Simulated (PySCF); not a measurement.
Molecule: `InChI=1S/C4H9Cl/c1-2-3-4-5/h2-4H2,1H3`.

Molfile (atoms numbered from 1):
```
C4H9Cl
     RDKit          3D

 14 13  0  0  0  0  0  0  0  0999 V2000
   -1.9581   -0.0762   -0.2994 C   0  0  0  0  0  0  0  0  0  0  0  0
   -0.4793   -0.0466   -0.6519 C   0  0  0  0  0  0  0  0  0  0  0  0
    0.4204    0.0404    0.5752 C   0  0  0  0  0  0  0  0  0  0  0  0
    1.8891    0.0694    0.2129 C   0  0  0  0  0  0  0  0  0  0  0  0
    2.9285    0.1799    1.6656 Cl  0  0  0  0  0  0  0  0  0  0  0  0
   -2.1983   -0.9412    0.3391 H   0  0  0  0  0  0  0  0  0  0  0  0
   -2.5870   -0.1414   -1.1997 H   0  0  0  0  0  0  0  0  0  0  0  0
   -2.2550    0.8309    0.2507 H   0  0  0  0  0  0  0  0  0  0  0  0
   -0.2188   -0.9485   -1.2336 H   0  0  0  0  0  0  0  0  0  0  0  0
   -0.2735    0.8101   -1.3177 H   0  0  0  0  0  0  0  0  0  0  0  0
    0.2330   -0.8170    1.2435 H   0  0  0  0  0  0  0  0  0  0  0  0
    0.1782    0.9447    1.1586 H   0  0  0  0  0  0  0  0  0  0  0  0
    2.1318    0.9363   -0.4185 H   0  0  0  0  0  0  0  0  0  0  0  0
    2.1902   -0.8406   -0.3259 H   0  0  0  0  0  0  0  0  0  0  0  0
  1  2  1  0
  2  3  1  0
  3  4  1  0
  4  5  1  0
  1  6  1  0
  1  7  1  0
  1  8  1  0
  2  9  1  0
  2 10  1  0
  3 11  1  0
  3 12  1  0
  4 13  1  0
  4 14  1  0
M  END
```

Geometry PBE0-D3(BJ)/def2-SVP throughout; GIAO in PySCF 2.14, gas phase, one conformer, non-relativistic; equivalent atoms averaged; basis pcSseg-1.

For orientation, B97-D gives these absolute shieldings σ: C4 127.4, C3 137.9, C2 153.0, C1 161.8, Cl5 819.2, H13/H14 28.10, H11/H12 29.89, H6/H7/H8 30.34, H9/H10 30.26 ppm.

A run gave: C4 128.6, C3 138.2, C2 154.2, C1 163.4, Cl5 817.2, H13/H14 27.92, H11/H12 29.70, H6/H7/H8 30.16, H9/H10 30.06 ppm (absolute shieldings σ).

**Question.** Which functional was used in that run?
A. PBE
B. LC-wPBE
C. B97-2
D. mPW1PW91

**Answer.** A. Cl5 tells them apart best: PBE gives 817.2, B97-2 gives 847.6, mPW1PW91 gives 848.6, LC-wPBE gives 868.7 ppm.
